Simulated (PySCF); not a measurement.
Zinc-blende CdSe, treated with Hartree–Fock (GTH pseudopotentials, Gaussian basis; PySCF).

The same calculation (at a fixed cell, not relaxed at this level and not confirmed as the measured one, 27.708 Å³/atom) with different numerical settings; throughout: k mesh 2×2×2:

```tsv
run	basis	gap on the mesh (eV)	total energy (eV/atom)
1	DZ	8.647	-764.9713
2	TZ	8.696	-765.2037
3	QZ	8.700	-765.2385
```

In the column total energy (eV/atom) the first row differs from the last by +0.2672 and the next to last by +0.0348.

The last row is no converged limit: other settings stay fixed.

Spin–orbit coupling is not included.
